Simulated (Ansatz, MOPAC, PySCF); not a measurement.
Molecule: HO$_{2}$, charge 0, multiplicity 2. SMILES: [O]O
Structure (B3LYP-D3(BJ)/def2-TZVP (Ansatz, a first-principles code) minimum search):
```xyz
3

O      0.0587     0.7153    -0.0516
O      0.0423    -0.6096    -0.0011
H     -0.8076    -0.8455     0.4215
```
Charge 0, spin multiplicity 2.

Quantity: size of the dipole moment, in D. Set-up: no spin-orbit coupling; UHF or UKS for open shells; non-relativistic; six Cartesian d functions in 6-31G* and its kin unless marked 5d; 6-311+G** with 5d; dispersion terms only where a functional's name holds one; LANL2DZ all-electron up to Ne. First-principles rows: single points at B3LYP-D3(BJ) geometries (Ansatz). Semi-empirical rows: dipoles at the shared geometry.

| level | program | size of the dipole moment (D) |
|---|---|---|
| AM1 | MOPAC | 1.86 |
| PM3 | MOPAC | 1.90 |
| PBE/6-31G* | Ansatz | 2.29 |
| PBE/6-311+G** | Ansatz | 2.42 |
| BP86/6-31G* (5d) | PySCF | 2.31 |
| B3LYP/LANL2DZ | Ansatz | 2.59 |
| B3LYP/6-31G* | Ansatz | 2.27 |
| B3LYP/def2-SVP | Ansatz | 2.28 |
| PBE0/6-311+G** | Ansatz | 2.36 |
| B3PW91/6-31G* (5d) | PySCF | 2.29 |

No value to compare with is used here. The 10 habitual levels span 1.86 (AM1) to 2.59 D (B3LYP/LANL2DZ).

The levels are drawn from those run, B3LYP/6-31G* more often than the rest, none by its result; runs whose electronic state is in doubt are left out.
